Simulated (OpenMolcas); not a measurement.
# Potential curves of CN: spin-free states

Computed with OpenMolcas 26.06: state-averaged CASSCF(9,8) over N 2s 2p, C 2s 2p, XMS-CASPT2 (IPEA 0.25, imaginary shift 0.2 hartree), scalar X2C, ANO-RCC-VTZP, then RASSI spin–orbit state interaction with atomic mean-field integrals. C2 symmetry about the axis (a holds Σ, Δ, Γ; b holds Π, Φ, H; Σ⁺ and Σ⁻ are not told apart); roots by multiplicity and irrep: 2a 3, 2b 4, 4a 4, 4b 2.

XMS-CASPT2 energies in eV from the lowest point. Curves are followed by energy order within each symmetry, so they are adiabatic and may change character at avoided crossings; Σ⁺ and Σ⁻ are counted together.

```tsv
R (Å)	(1)2Σ	(1)2Π	(2)2Σ	(1)4Σ	(1)4Δ	(2)4Σ	(2)2Π
1.003	2.333	4.893	5.117	11.321	12.403	13.210	11.946
1.061	0.901	2.979	3.852	8.773	9.877	10.682	9.855
1.113	0.239	1.941	3.330	7.208	8.325	9.129	8.637
1.166	0.000	1.370	3.214	6.144	7.269	8.063	7.874
1.224	0.084	1.132	3.408	5.408	6.541	7.322	7.433
1.283	0.416	1.192	3.809	5.006	6.143	6.905	7.303
```

The 7 lowest clean curves are shown; the next is (3)2Σ, from 7.47 eV. Left out for impure symmetry, kinks or missing points, though low: (1)4Π. Only roots inside an energy window near the equilibrium distance were included, so the list of states is not complete; labels number the states computed. Each spin and symmetry block has orbitals of its own, averaged over its own roots, so gaps between blocks are less sure than gaps within one and near the minimum can be off by tenths of an eV, in bad cases by more. No Rydberg orbitals are active, so Rydberg states, and σ→σ* states whose orbital the CASSCF left unused, can be missing between those listed. CASPT2 splits the two components of degenerate states numerically, here by up to 26 cm⁻¹. Points that failed a check (symmetry, reference weights, a jump) are left out.
